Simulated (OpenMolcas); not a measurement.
# BH3F− (SMILES [BH3-]F) at 6 levels

Aim: a comparison of 6 runs (B3LYP/STO-3G, M06-2X/STO-3G, PBE0/STO-3G, SVWN5/STO-3G, ACPF/STO-3G, CISD/STO-3G) of BH3F−. 

The calculation is run with OpenMolcas 26.06.

1 further run of the same task is left out (for a known fault of the program).

**1. Starting point**

BH3F−: 5 atoms, total charge -1, spin state singlet. SMILES: `[BH3-]F`. The shape is that of a GFN2-xTB optimisation.

Bond lengths: B1–F2 1.447 Å, B1–H3 1.227 Å, B1–H4 1.228 Å, B1–H5 1.228 Å. Angles: F2–B1–H3 108.4°, F2–B1–H4 108.4°, F2–B1–H5 108.4°, H3–B1–H4 110.7°, H3–B1–H5 110.5°, H4–B1–H5 110.5°.

**2. The energy at B3LYP/STO-3G (run 1)**

Input file job.inp:

```
>>> EXPORT MOLCAS_PRINT=2

&GATEWAY
  BasLib=$CurrDir
  Coord
  5
  angstrom
  B       -0.035750       0.029280      -0.033890
  F        0.855550      -0.717910       0.826970
  H       -1.067340       0.264210       0.588100
  H       -0.274560      -0.651290      -1.027540
  H        0.522090       1.075700      -0.353640
  Basis=STO-3G
  Group=NoSym

&SEWARD
  GridInput
  Grid=UltraFine
  End of Grid

&SCF
  Charge=-1
  KSDFT=B3LYP
  Thresholds=1e-10 1e-07 1e-07 1e-05
  PrOrbitals=1 1
```

The basis set STO-3G is read from a file made from the Basis Set Exchange's data (not shown).

Launch:

```
$ export MOLCAS_MEM=1860
$ pymolcas job.inp > job.log
```

What it wrote:

```text
--- Start Module: gateway ---
[...]
--- Stop Module: gateway /rc=_RC_ALL_IS_WELL_ ---
--- Start Module: seward ---
[...]
      Basis functions           13
--- Stop Module: seward /rc=_RC_ALL_IS_WELL_ ---
--- Start Module: scf ---
[...]
       Convergence after  12 Iterations
[...]
::    Total KS-DFT energy                            -124.6510800631
[...]
      Total spin, S                                     0.0000000000
[...]
      Total electronic charge=   18.000000
      Total            charge=   -1.000000
[...]
      Dipole Moment (debye):
      Origin of the operator (angstrom)=    0.4552   -0.3821    0.4402
                   X=  1.9053E+00               Y= -1.6015E+00               Z=  1.8444E+00           Total=  3.0978E+00
      Center of Charge (angstrom)
[...]
--- Stop Module: scf /rc=_RC_ALL_IS_WELL_ ---
[...]
```

Wall time 4.8 s (1 thread of Arm Neoverse V1, shared host); peak memory 0.37 GiB.

**3. A single-point energy at M06-2X/STO-3G (run 2)**

Input file job.inp:

```
&GATEWAY
 BasLib = $CurrDir
 Coord
 5
 angstrom
 B       -0.035750       0.029280      -0.033890
 F        0.855550      -0.717910       0.826970
 H       -1.067340       0.264210       0.588100
 H       -0.274560      -0.651290      -1.027540
 H        0.522090       1.075700      -0.353640
 Basis = STO-3G
 Group = NoSym

&SEWARD
 GridInput
 Grid=UltraFine
 End of Grid

&SCF
 Charge = -1
 KSDFT = M062X
 Thresholds = 1e-10 1e-07 1e-07 1e-05
 PrOrbitals = 1 1
```

The basis set STO-3G is read from a file made from the Basis Set Exchange's data (not shown).

Launch:

```
$ export MOLCAS_MEM=1860
$ pymolcas job.inp > job.log
```

What it wrote:

```text
--- Start Module: gateway ---
[...]
--- Stop Module: gateway /rc=_RC_ALL_IS_WELL_ ---
--- Start Module: seward ---
[...]
      Basis functions           13
--- Stop Module: seward /rc=_RC_ALL_IS_WELL_ ---
--- Start Module: scf ---
[...]
       Convergence after  13 Iterations
[...]
::    Total KS-DFT energy                            -124.6491560412
[...]
      Total spin, S                                     0.0000000000
[...]
      Total electronic charge=   18.000000
      Total            charge=   -1.000000
[...]
      Dipole Moment (debye):
      Origin of the operator (angstrom)=    0.4552   -0.3821    0.4402
                   X=  1.8683E+00               Y= -1.5706E+00               Z=  1.8088E+00           Total=  3.0380E+00
      Center of Charge (angstrom)
[...]
--- Stop Module: scf /rc=_RC_ALL_IS_WELL_ ---
[...]
```

Wall time 5.4 s (1 thread of Arm Neoverse V1, shared host); peak memory 0.37 GiB.

Runs 3 to 5 aren't shown in full; the table further down has their settings and results.

**4. A single-point energy at CISD/STO-3G (run 6)**

Input file job.input:

```
>>> EXPORT MOLCAS_PRINT=2
&gateway
baslib=$CurrDir
coord
5
angstrom
B       -0.035750       0.029280      -0.033890
F        0.855550      -0.717910       0.826970
H       -1.067340       0.264210       0.588100
H       -0.274560      -0.651290      -1.027540
H        0.522090       1.075700      -0.353640
basis=STO-3G
group=NoSym
&seward
&scf
charge=-1
thresholds=1e-10 1e-07 1e-07 1e-05
prorbitals=1 1
&motra
frozen=2
&guga
electrons=14
spin=1
inactive=7
active=0
ciall=1
&cpf
sdci
```

The basis set STO-3G is read from a file made from the Basis Set Exchange's data (not shown).

Launch:

```
$ export MOLCAS_MEM=1860
$ pymolcas job.input > job.log
```

What it wrote:

```text
--- Start Module: gateway ---
[...]
--- Stop Module: gateway /rc=_RC_ALL_IS_WELL_ ---
[...]
      Basis functions           13
[...]
       Convergence after  11 Iterations
[...]
::    Total SCF energy                               -124.0457378831
[...]
      Total spin, S                                     0.0000000000
[...]
      *** WARNING: Default frozen orbitals is overwritten by user input.
      *** Default values:   2
[...]
--- Start Module: guga ---
[...]
--- Stop Module: guga /rc=_RC_ALL_IS_WELL_ ---
--- Start Module: cpf ---
[...]
      Active orbitals                            0       0
[...]
      Spin quantum number                      0.0
[...]
     FINAL CI ENERGY          -124.11870010
     FINAL CORRELATION ENERGY   -0.07296222  REFERENCE ENERGY    -124.04573788
[...]
     REL. CI ENERGY           -124.11870010
[...]
      Total electronic charge=   18.000000
      Total            charge=   -1.000000
[...]
      Dipole Moment (debye):
      Origin of the operator (angstrom)=    0.4552   -0.3821    0.4402
                   X=  1.8470E+00               Y= -1.5527E+00               Z=  1.7881E+00           Total=  3.0033E+00
      Quadrupole Moment (debye*angstrom):
[...]
--- Stop Module: cpf /rc=_RC_ALL_IS_WELL_ ---
[...]
```

Run time: 1.8 s. Hardware: 1 thread of Arm Neoverse V1, shared host; peak memory 0.37 GiB.

**5. Overview of the runs**

```tsv
run	level	integration grid	frozen core orbitals	energy (Eh)	HOMO energy (eV)	LUMO energy (eV)	HOMO–LUMO gap (eV)	wall time
1	B3LYP/STO-3G	UltraFine	–	-124.651080	4.99	20.08	15.09	4.8 s
2	M06-2X/STO-3G	UltraFine	–	-124.649156	2.51	21.86	19.35	5.4 s
3	PBE0/STO-3G	UltraFine	–	-124.527288	4.64	20.50	15.85	4.2 s
4	SVWN5/STO-3G	UltraFine	–	-123.655476	7.08	18.77	11.69	3.9 s
5	ACPF/STO-3G	–	2	-124.121420	-0.87	26.58	27.45	1.8 s
6	CISD/STO-3G	–	2	-124.118700	-0.87	26.58	27.45	1.8 s
```

**6. Results**

```
                                                    quantity          value
                                         run 6: total energy  -124.11870 Eh
                  run 6: HOMO energy (Hartree–Fock orbitals)       -0.87 eV
                  run 6: LUMO energy (Hartree–Fock orbitals)       26.58 eV
run 6: HOMO–LUMO gap (to an unbound level, set by the basis)       27.45 eV
          run 6: correlation energy (2 core orbitals frozen)      -73.0 mEh
```

In words: Over runs 1, 2, 3, 4 the HOMO–LUMO gap runs from 11.69 eV (SVWN5/STO-3G) to 19.35 eV (M06-2X/STO-3G). The empty levels of an anion lie above zero and hang on the basis. Totals of different functionals can't be ranked against each other. In runs 1, 2, 3, 4 the HOMO lies above zero, so the outermost electron may be held by the basis alone. In runs 1, 2, 3, 4, 5, 6 the basis is minimal, so the values are rough. All runs together took 22 s, the longest 5.4 s.
